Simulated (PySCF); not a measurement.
C4H10N2.
Cartesian coordinates in Å at the GFN2-xTB level; atoms count from 1:
```xyz
16
C4H10N2 angstrom
C      2.366    0.332    0.346
C      1.194    0.582   -0.228
N      0.100   -0.252   -0.284
C      0.070   -1.451    0.526
N     -1.111    0.394   -0.564
C     -1.833    0.886    0.601
H      3.171    1.038    0.260
H      2.576   -0.569    0.894
H      1.022    1.504   -0.767
H      0.081   -1.244    1.603
H     -0.828   -2.019    0.281
H      0.939   -2.059    0.278
H     -1.702   -0.235   -1.104
H     -2.687    1.461    0.247
H     -2.193    0.096    1.274
H     -1.170    1.546    1.159
```

Computed at PBE0/pcSseg-1 (PySCF, non-relativistic), with Q(14N) = 0.02044 b: N3, 14N (I = 1): χzz = -6.769 MHz, η = 0.349; N5, 14N (I = 1): χzz = -7.102 MHz, η = 0.422.

Question: Where would the pure quadrupole (NQR) lines of 14N at N3 fall for the rigid, isolated species?

Answer: From ν± = (3/4)|χ|(1 ± η/3) and ν0 = |χ|η/2: ν+ 5.667 MHz, ν− 4.487 MHz, ν0 1.180 MHz (hydrazine nitrogen).

Question: Where would the pure quadrupole (NQR) lines of 14N at N5 fall for the rigid, isolated species?

Answer: From ν± = (3/4)|χ|(1 ± η/3) and ν0 = |χ|η/2: ν+ 6.076 MHz, ν− 4.577 MHz, ν0 1.499 MHz (hydrazine nitrogen).

In a crystal, neighbours and librations shift these lines. GFN2-xTB bond lengths can be off by several hundredths of an ångström, more for odd bonds, and the gradients follow them. With a basis this small, the couplings can be 20 % off.

One conformer stands for the species.
